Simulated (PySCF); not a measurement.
Compound: nitrosomethane, CH3NO.
Atom-mapped SMILES: `[CH3:1][N:2]=[O:3]` (hydrogens: H4, H5, H6 on C1)

Method: BHandHLYP/6-31+G* geometry optimisation, gas phase in PySCF 2.14.0.

Problem. List the bond lengths and angles at this level.

Solution. 
```csv
bond,length (bohr),order
C1–N2,2.766,single
N2=O3,2.252,double
"C1–H4, C1–H5, C1–H6",2.054,single
```

Bonds in one row agree within 0.02 bohr and their mean is given. Orders are formal, as drawn. A selection of angles:
```csv
angle,degrees
N2–C1–H4,107.0
N2–C1–H6,111.5
H4–C1–H5,107.7
H4–C1–H6,111.8
C1–N2–O3,114.0
```

N2 (nitroso nitrogen) is bent (angle 114.0°).

Point group: Cs (tolerance 0.08 Å). BHandHLYP/6-31+G* frequencies: not computed here.


Species: disulfane, H₂S₂.
Bonds: S1–S2. Hydrogens: H3 on S1; H4 on S2.

Method used: PySCF 2.14.0, PBE0-D3(BJ)/def2-SVP geometry optimisation, gas phase.

(1) Give the optimised bond lengths and angles.

Results:

(1) 
| bond | length (Å) |
| --- | --- |
| S1–S2 | 2.072 |
| S1–H3, S2–H4 | 1.355 |

Bonds in one row agree within 0.01 Å and their mean is given. A selection of angles:
| angle | degrees |
| --- | --- |
| S2–S1–H3 | 98.3 |

Point group: C2 (tolerance 0.08 Å). No PBE0-D3(BJ)/def2-SVP frequencies stand behind this structure, so it isn't proved a minimum. The numbers are those of one conformer (H–S1–S2–H -91°).

Hardware: an Arm Neoverse V2 with one thread, on a shared host. Cost: 1.9 s wall, 0.25 GiB resident at most. These figures are those of the optimisation.


Compound: CdMe2, C₂H₆Cd (singlet state).
Bonds: Cd1–C2, Cd1–C6. Hydrogens: H3, H4, H5 on C2; H7, H8, H9 on C6.

Theory: PBE0-D3(BJ)/def2-SVP geometry optimisation, gas phase, def2 core potentials past Kr (PySCF 2.14.0).

(1) Give the optimised bond lengths and angles.

Results:

(1) 
```
                  bond  length (Å)
        Cd1–C2, Cd1–C6       2.115
C2–H3 and 5 like bonds       1.101
```

Bonds in one row agree within 0.01 Å and their mean is given. A selection of angles:
```
    angle  degrees
C2–Cd1–C6    179.5
Cd1–C2–H3    110.7
 H3–C2–H4    107.9
```

Cd1 (cadmium bonded to 2 C) is linear (angle 179.5°).

Point group: near D3d, missed by 0.11 Å at most; the miss may be what the optimiser left on a soft mode (D3 holds within 0.08 Å). No frequency check.

Time: 24 s wall; peak memory 0.35 GiB. Hardware: an Arm Neoverse N1 with one thread, no GPU (shared host). This is the geometry optimisation.


Species: tetrafluoroethylene, C2F4.
SMILES with atom numbers: `[F:1][C:2]([F:3])=[C:4]([F:5])[F:6]`

Computed with PySCF 2.14.0, PBE0-D3(BJ)/def2-SVP geometry optimisation, gas phase.

Q: List the bond lengths, angles and torsions at this level.

A: 
| bond | length (Å) | order |
| --- | --- | --- |
| F1–C2 and 3 like bonds | 1.308 | single |
| C2=C4 | 1.329 | double |

Bonds in one row agree within 0.01 Å and their mean is given. Orders are formal, as drawn. A selection of angles:
| angle | degrees |
| --- | --- |
| F1–C2–F3 | 113.7 |
| F1–C2–C4 | 123.1 |

Torsions: F1–C2–C4–F5 180° (antiperiplanar).

All 4 C–F bonds measure 1.308 Å. The 6 heavy atoms lie in one plane (0.000 Å rms).

Point group: D2h (every atom within 0.08 Å of its image). PBE0-D3(BJ)/def2-SVP frequencies: not computed here.


[GaCl4]- (charge -1).
Bonds: Ga1–Cl2, Ga1–Cl3, Ga1–Cl4, Ga1–Cl5.

Computed, not measured: PBE0-D3(BJ)/def2-SVP geometry optimisation, gas phase (PySCF 2.14.0).

Give the optimised bond lengths and angles.

| bond | length (pm) |
| --- | --- |
| Ga1–Cl2 and 3 like bonds | 220.4 |

Bonds in one row agree within 1 pm and their mean is given. A selection of angles:
| angle | degrees |
| --- | --- |
| Cl2–Ga1–Cl3 | 109.5 |

All 4 Cl–Ga bonds measure 2.203 to 2.205 Å. Ga1 (gallium bonded to 4 Cl) is tetrahedral (angles from 108.9° to 110.0°).

Point group: Td (tolerance 0.08 Å). Stationary, but not proved a minimum.
